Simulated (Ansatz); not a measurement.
We consider solid iodine, described by r²SCAN0 (Ansatz, an electronic-structure program, plane waves, PAW).

Numerical settings: plane-wave cutoff 520 eV, 6×6×4 k mesh (along the axes of the cell as run), Fermi–Dirac smearing 0.01 eV, scalar-relativistic PAW data made under PBE.

Cell (measured lattice):

```
CELL_PARAMETERS angstrom
      3.62895     2.39140     0.00000
     -3.62895     2.39140     0.00000
      0.00000     0.00000     9.82380
ATOMIC_POSITIONS crystal
  I  0.84515 0.84515 0.88250
  I  0.65485 0.65485 0.38250
  I  0.34515 0.34515 0.61750
  I  0.15485 0.15485 0.11750
```

Task: Give the computed band gap and smallest direct gap on the k points sampled.

Result: 
- band gap = 2.72 eV
- smallest direct gap on the k points sampled = 3.05 eV

Note: cell and atoms aren't relaxed at this level (largest force component 0.30 eV/Å, pressure -0.4 GPa).

Spin–orbit coupling is not included; with these elements it can move the gap by several tenths of an eV or more.

The computed numbers hold no vibrational or temperature effects.
